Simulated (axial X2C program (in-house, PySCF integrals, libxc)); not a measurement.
Curves of SiS⁻ by EOM-EA-CCSD

Computed with an in-house all-electron X2C program for linear molecules (integrals from PySCF): two-component X2C with atomic mean-field Coulomb and Gaunt terms, Gaussian nuclei, basis S dyall-av3z, Si dyall-av3z with contracted cores.

Energies in eV from the lowest point of the lowest state; states are followed by energy order within each Ω. Reference: SiS, 10 electrons correlated in 92 virtual spinors with an MP2 remainder; levels at this size can be off by some tenths of an eV. Masses 31.972 and 27.977 u.

```csv
R (Å),(1)Ω=1/2,(1)Ω=3/2
1.784,0.9918,1.0079
1.861,0.4181,0.4357
1.939,0.1129,0.1317
2.026,0.0000,0.0199
2.114,0.0611,0.0806
2.230,0.3095,0.3297
```

Q: Fit the curves (1)Ω=1/2, (1)Ω=3/2 near their minima.

A: At EOM-EA-CCSD from SiS (the fit fixes ωe to about one per cent; ωe of higher roots by this method can be off by ten per cent):

| state | Te (cm⁻¹) | Re (Å) | ωe (cm⁻¹) |
| --- | --- | --- | --- |
| (1)Ω=1/2 | 0 | 2.034 | 627.6 |
| (1)Ω=3/2 | 160 | 2.034 | 626.3 |

For SiS at CCSD, and between the minima:

Re = 1.941 Å, ωe = 764.5 cm⁻¹; removing the electron costs 0.398 eV without zero-point terms.

T1 of the reference reaches 0.040 (Lee–Taylor). Curves followed by order can swap character. Number of frozen shells: S 2 s, 1 p; Si 2 s, 1 p. Roots with under 60 % one-particle weight at any point are counted in the labels but not shown, and the list ends where the roots sought for some Ω run out; states that need a further excitation are missing and may lie low or lowest. Curves with a minimum but no constants failed the fit check.
